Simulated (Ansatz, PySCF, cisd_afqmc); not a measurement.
Species: C₂H₄O₂, charge 0, singlet. C2H4O2 (methyl formate, SMILES COC=O).
B3LYP-D3(BJ)/def2-TZVP minimum from Ansatz (an electronic-structure program):
```xyz
8

C     -0.9314    -0.0909     0.0015
O     -0.7248    -1.2718    -0.0191
O      0.0010     0.8677     0.0146
H     -1.9259     0.3745     0.0125
C      1.3667     0.4114     0.0025
H      1.9749     1.3108     0.0157
H      1.5676    -0.2028     0.8792
H      1.5619    -0.1729    -0.8956
```

Atomisation energy term by term, kcal/mol (programs: Ansatz, cisd_afqmc). Open shells are spin-unrestricted; no spin-orbit coupling. Cores are frozen in correlated methods. Rows without X2C or -DK are non-relativistic. AFQMC is phaseless with a CISD trial state; ± is one standard error, without the phaseless bias. Outlying blocks are dropped, and bars are widened where a walk drifts. Over all cases where full CI ran beside it in this data, AFQMC minus full CI had a median of +0.1 mEh and passed +0.4 mEh in a tenth of the cases. CBS(X,Y): correlation extrapolated as X^-3, Hartree-Fock from the larger set. A bracket is a step between two methods taken in the basis named. 'core' is core correlation in cc-pwCVTZ, 'X2C' scalar relativity in cc-pVTZ-DK, both at CCSD(T). Where a partner has so few electrons that a lower coupled-cluster level is exact, that level stands in.

```
term                                                          basis  kcal/mol
-----------------------  ------------------------------------------  --------
Hartree-Fock                                                cc-pVQZ    547.68
CCSD correlation                               CBS(cc-pVTZ,cc-pVQZ)    220.20
(T)                                            CBS(cc-pVTZ,cc-pVQZ)     16.64
CCSDT(Q) - CCSD(T)                                          cc-pVDZ      0.96
core correlation                                          cc-pwCVTZ      2.75
scalar relativity                                   X2C, cc-pVTZ-DK     -0.79
minus zero-point energy  Hessian by PySCF at B3LYP-D3(BJ)/def2-TZVP    -38.81
sum: D0                                                                 748.6
```

The step beyond CCSD(T) by other levels: AFQMC/CISD in cc-pVTZ 0.17 ± 0.34 kcal/mol.
